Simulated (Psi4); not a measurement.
# USOGGA11/cc-pCVTZ (density fitting) run of SiNH4O (SMILES [NH][SiH2]O)

Aim: the energy change on altering one bond length of SiNH4O at USOGGA11/cc-pCVTZ (density fitting), from 2 runs. 

The calculation is run with Psi4 1.11.

### Step 1. The structure to begin with

SiNH4O has 7 atoms, charge 0, and is taken as a doublet. As SMILES, `[NH][SiH2]O`. The coordinates come from a PBE0-D4/def2-TZVP relaxation. This is one conformer, not always the lowest.

Bond lengths: N1–Si2 1.741 Å, Si2–O3 1.637 Å, N1–H4 1.022 Å, Si2–H5 1.484 Å, Si2–H6 1.493 Å, O3–H7 0.959 Å. Angles: N1–Si2–O3 110.5°, N1–Si2–H5 113.2°, N1–Si2–H6 105.1°, O3–Si2–H5 105.4°, O3–Si2–H6 112.1°, Si2–N1–H4 114.4°, Si2–O3–H7 117.6°, H5–Si2–H6 110.7°.

### Step 2. Energy and one-electron properties at USOGGA11/cc-pCVTZ (density fitting)

The input, calc.inp:

```
memory 1600 MB

molecule m {
  0 2
  N
  Si 1 R2
  O 2 R3 1 A3
  H 1 R4 2 A4 3 D4
  H 2 R5 3 A5 1 D5
  H 2 R6 5 A6 3 D6
  H 3 R7 2 A7 5 D7

  R2 = 1.741049
  R3 = 1.63652
  A3 = 110.48774
  R4 = 1.021747
  A4 = 114.37425
  D4 = -169.80487
  R5 = 1.483821
  A5 = 105.39841
  D5 = -122.58418
  R6 = 1.493047
  A6 = 110.7328
  D6 = 121.38315
  R7 = 0.958551
  A7 = 117.58138
  D7 = -168.5267
}

set {
  basis cc-pCVTZ
  reference uks
}

E, wfn = energy('sogga11', return_wfn=True)
oeprop(wfn, 'MULTIPOLE(3)', 'DIPOLE', 'WIBERG_LOWDIN_INDICES')
print_variables()
```

Launch:

```console
$ psi4 -i calc.inp -o calc.out -n 1
```

calc.out:

```text
[...]
  Running in c1 symmetry.
[...]
  Nuclear repulsion =  110.722824158220007
[...]
  Multiplicity = 2
[...]
  Nalpha       = 17
  Nbeta        = 16
[...]
    Number of basis functions: 201
[...]
   @DF-UKS iter   1:  -421.38528679979015   -4.43148e-02   5.87560e-03 ADIIS/DIIS
[...]
   @DF-UKS iter  11:  -421.92208230285257   -7.25741e-08   7.64758e-07 DIIS
[...]
   @S^2 Observed:                7.543465824E-01
[...]
    Orbital Energies [Eh]
    ---------------------
    Alpha Occupied:
       1A    -65.441714     2A    -18.772794     3A    -14.025720
       4A     -5.057527     5A     -3.481314     6A     -3.480922
       7A     -3.480586     8A     -0.914054     9A     -0.754174
      10A     -0.516264    11A     -0.433844    12A     -0.383970
      13A     -0.348435    14A     -0.314028    15A     -0.281474
      16A     -0.258565    17A     -0.255602
    Alpha Virtual:
      18A     -0.006301    19A      0.004502    20A      0.031511
      21A      0.056457    22A      0.068235    23A      0.079558
      24A      0.123049    25A      0.173370    26A      0.207921
[...]
  @DF-UKS Final Energy:  -421.92208230285257
   => Energetics <=
    Nuclear Repulsion Energy =            110.7228241582200070
    One-Electron Energy =                -802.5329021638642644
    Two-Electron Energy =                 307.8433858225872655
    DFT Exchange-Correlation Energy =     -37.9553901197955454
    Empirical Dispersion Energy =           0.0000000000000000
    VV10 Nonlocal Energy =                  0.0000000000000000
    Total Energy =                       -421.9220823028525729
[...]
 Multipole Moments:
 ------------------------------------------------------------------------------------
     Multipole            Electronic (a.u.)      Nuclear  (a.u.)        Total (a.u.)
 ------------------------------------------------------------------------------------
 L = 1.  Multiply by 2.5417464519 to convert [e a0] to [Debye]
 Dipole X            :          0.1608830           -0.4157226           -0.2548396
 Dipole Y            :         -1.3573189            1.6106510            0.2533321
 Dipole Z            :         -0.1689789            0.0455058           -0.1234731
 Magnitude           :                                                    0.3799553
[...]
```

Run time: 14 s. Hardware: 1 thread of Intel Xeon 6975P-C (Granite Rapids), shared host; peak memory 0.98 GiB.

### Step 3. The distorted shape

The input, h4nosi.py:

```python
import psi4

psi4.set_memory('1600 MB')
psi4.set_num_threads(1)
psi4.core.set_output_file('h4nosi.out', False)

mol = psi4.geometry("""
0 2
N     -1.347912    -0.261863     0.652388
Si    -0.011612     0.312837    -0.304312
O      1.398500    -0.795100    -0.146900
H     -2.229212     0.226237     0.481988
H     -0.312512     0.363737    -1.756412
H      0.286388     1.677937     0.221888
H      1.636600    -1.088000     0.734200
""")

psi4.set_options({
    'reference': 'uks',
})

result, w = psi4.energy("sogga11/cc-pCVTZ", return_wfn=True)
psi4.oeprop(w, "MULTIPOLE(3)", "DIPOLE", "WIBERG_LOWDIN_INDICES", title="SOGGA11")
print(f'sogga11/cc-pCVTZ energy: {result:.10f} Eh')
```

Launch:

```console
$ python h4nosi.py
```

h4nosi.out:

```text
[...]
  Running in c1 symmetry.
[...]
  Nuclear repulsion =  106.433633356959888
[...]
  Multiplicity = 2
[...]
  Nalpha       = 17
  Nbeta        = 16
[...]
    Number of basis functions: 201
[...]
   @DF-UKS iter   1:  -421.37693837452076   -1.55428e-01   5.85014e-03 ADIIS/DIIS
[...]
   @DF-UKS iter  11:  -421.91032759428379   -9.73526e-08   7.26384e-07 DIIS
[...]
   @S^2 Observed:                7.543867297E-01
[...]
    Orbital Energies [Eh]
    ---------------------
    Alpha Occupied:
       1A    -65.461052     2A    -18.761370     3A    -14.033591
       4A     -5.073753     5A     -3.497923     6A     -3.497224
       7A     -3.496789     8A     -0.879979     9A     -0.761621
      10A     -0.502546    11A     -0.424694    12A     -0.388125
      13A     -0.347160    14A     -0.297904    15A     -0.267663
      16A     -0.264922    17A     -0.255083
    Alpha Virtual:
      18A     -0.017969    19A     -0.004277    20A      0.022110
      21A      0.052982    22A      0.061392    23A      0.073435
      24A      0.118956    25A      0.169092    26A      0.195520
[...]
  @DF-UKS Final Energy:  -421.91032759428379
   => Energetics <=
    Nuclear Repulsion Energy =            106.4336333569598878
    One-Electron Energy =                -793.9578673769560737
    Two-Electron Energy =                 303.5062604312914800
    DFT Exchange-Correlation Energy =     -37.8923540055791648
    Empirical Dispersion Energy =           0.0000000000000000
    VV10 Nonlocal Energy =                  0.0000000000000000
    Total Energy =                       -421.9103275942837854
[...]
 Multipole Moments:
 ------------------------------------------------------------------------------------
     Multipole            Electronic (a.u.)      Nuclear  (a.u.)        Total (a.u.)
 ------------------------------------------------------------------------------------
 L = 1.  Multiply by 2.5417464519 to convert [e a0] to [Debye]
 Dipole X            :          0.3650334           -0.7245806           -0.3595473
 Dipole Y            :         -1.0540388            1.5020046            0.4479657
 Dipole Z            :          0.3413974           -0.1829820            0.1584154
 Magnitude           :                                                    0.5958548
[...]
```

Standard output:

```text
sogga11/cc-pCVTZ energy: -421.9103275943 Eh
```

Run time: 13 s. Hardware: 1 thread of Intel Xeon 6975P-C (Granite Rapids), shared host; peak memory 0.96 GiB.

### Step 4. Summary of results

At USOGGA11/cc-pCVTZ (density fitting):

```
                                                          quantity          value
                                         first shape: total energy  -421.92208 Eh
                                        first shape: dipole moment         0.97 D
                   first shape: HOMO energy (highest over α and β)       -6.46 eV
                    first shape: LUMO energy (lowest over α and β)       -4.91 eV
                                                 first shape: ⟨S²⟩          0.754
                                     distorted shape: total energy  -421.91033 Eh
                                    distorted shape: dipole moment         1.51 D
               distorted shape: HOMO energy (highest over α and β)       -6.61 eV
                distorted shape: LUMO energy (lowest over α and β)       -5.09 eV
                                             distorted shape: ⟨S²⟩          0.754
energy change with the Si2–O3 bond stretched from 1.637 to 1.800 Å       0.320 eV
```

In words: With the Si2–O3 bond stretched from 1.637 to 1.800 Å the energy rises by 0.32 eV (30.9 kJ/mol). The first shape isn't relaxed at this level, so the change isn't measured from a minimum.
